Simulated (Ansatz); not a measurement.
Predict the output of the script below (Ansatz 0.2.0, Python API).

`run_composite.py`:
```python
"""A composite energy for C2H4(+): DFT geometry, MP2 basis limit, coupled-cluster correction."""

from dataclasses import dataclass
import itertools

import ansatz as az
from ase.data import atomic_numbers, covalent_radii
import numpy as np


@dataclass(frozen=True)
class Options:
    basis: str = "def2-SVP"
    xc: str = "pbe0"
    dispersion: str = "d3bj"
    charge: int = 1


settings = Options()

geometry_ang = [
    ("C", (-0.7634, -0.1229, -0.2737)),
    ("C", (0.7068, 0.0137, -0.0673)),
    ("H", (-1.2624, 0.8547, -0.1083)),
    ("H", (-1.171, -0.8699, 0.4384)),
    ("H", (1.3539, -0.8467, -0.1993)),
    ("H", (1.1361, 0.9709, 0.2102)),
]
mol = az.Crystal.molecule()
for symbol, xyz in geometry_ang:
    mol = mol.atom(symbol, xyz)

setup = (
    mol.calculation()
    .basis(gaussian=settings.basis)
    .functional(settings.xc, dispersion=settings.dispersion)
    .charge(settings.charge)
    .spin("collinear", total=1)  # spin-polarised run
)
symbols = [site.symbol for site in mol.cartesian_sites]
start = np.array([site.position_ang for site in mol.cartesian_sites], dtype=float)
r = setup.relax(force_tolerance=0.01, max_steps=100).run().report
end = np.array(r["positions_ang"])
# pairs closer than 1.2 times the sum of covalent radii, before or after
radius = [covalent_radii[atomic_numbers[s]] for s in symbols]
span = lambda where, i, j: np.linalg.norm(where[i] - where[j])
bonded = [(i, j) for i, j in itertools.combinations(range(len(symbols)), 2) if min(span(start, i, j), span(end, i, j)) < 1.2 * (radius[i] + radius[j])]
print("pair        before    after (A)")
for i, j in bonded:
    print(f"{symbols[i]}{i}-{symbols[j]}{j}".ljust(10), f"{span(start, i, j):8.4f} {span(end, i, j):8.4f}")

minimum = az.Crystal.molecule()
for symbol, place in zip(symbols, end):
    minimum = minimum.atom(symbol, place.tolist())
at_minimum = (
    minimum.calculation()
    .charge(settings.charge)
    .spin("collinear", total=1)
)
# MP2 extrapolated to the basis limit, plus the small-basis difference CCSD(T) - MP2
level = lambda method, basis: at_minimum.basis(gaussian=basis).correlation(method).run().report
small, large, cluster = level("mp2", "cc-pVDZ"), level("mp2", "cc-pVTZ"), level("ccsd_t", "cc-pVDZ")
corr = lambda each: (each["free_energy_ev"] - each["reference_energy_ev"]) / 27.211386246
mp2_limit = (27 * corr(large) - 8 * corr(small)) / 19
pieces = {"HF / cc-pVTZ": large["reference_energy_ev"] / 27.211386246, "MP2 correlation, DZ-TZ limit": mp2_limit, "CCSD(T) - MP2 / cc-pVDZ": corr(cluster) - corr(small)}
for name, value in pieces.items():
    print(f"{name:32s} {value:14.6f} Ha")
print(f"{'sum':32s} {sum(pieces.values()):14.6f} Ha")
print("T1 diagnostic", round(cluster["correlation"]["coupled_cluster"]["t1_diagnostic"], 4))
```

```console
$ python run_composite.py
pair        before    after (A)
C0-C1        1.4909   1.3916
C0-H2        1.1100   1.1018
C0-H3        1.1096   1.1019
C1-H4        1.0846   1.1018
C1-H5        1.0851   1.1018
HF / cc-pVTZ                         -77.736774 Ha
MP2 correlation, DZ-TZ limit          -0.297524 Ha
CCSD(T) - MP2 / cc-pVDZ               -0.041783 Ha
sum                                  -78.076080 Ha
T1 diagnostic 0.0156
```

Caveats:
- Total energies depend on the basis set; only differences at equal settings carry meaning.
- The sum leaves out core correlation, relativity, the Hartree-Fock basis error and zero-point energy; a DZ-TZ extrapolation is rough.
- The run takes the species as open-shell (spin multiplicity 2), which needn't be its ground state.
- Inner cores stay frozen, so this is valence correlation.
- An extrapolation from small basis sets is rough.
- Finished in 13 s on 1 thread of Arm Neoverse V1 (shared host), peak memory 0.23 GiB.
